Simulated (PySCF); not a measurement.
Coordinates in bohr (charge 0 multiplicity 2):
```
Cl    0.0000    0.0000    0.2677
F     3.3200    0.0000   -0.1243
F     0.0000    3.3200   -0.1243
F    -3.3200    0.0000   -0.1243
F     0.0000   -3.3200   -0.1243
```

Computed with UPBE/[Cl def2-SVP, F def2-SVP], no relativity, density fitting, PySCF.

This geometry of ClF4 is a stationary point at this level.

(1) What is the point group?

(2) Is it a minimum?

(3) Which band is strongest in the infrared?

(4) Give the atomic charges and bond orders.

(5) What is the atomisation energy, with and without zero-point energy?

## Answers

(1) C4v.

(2) Yes: all harmonic wavenumbers are real.

(3) 603 cm⁻¹ (e), 381 km/mol.

(4) 
```tsv
atom	Mulliken	Löwdin	polar tensor	spin (Mulliken)	Mayer order to Cl1
Cl1	1.01	1.09	1.63	0.32	–
F2,3,4,5	-0.25	-0.27	-0.41	0.17	0.72
```

(5) 749 kJ/mol without, 729 kJ/mol with.

This need not be the most stable arrangement of these atoms.
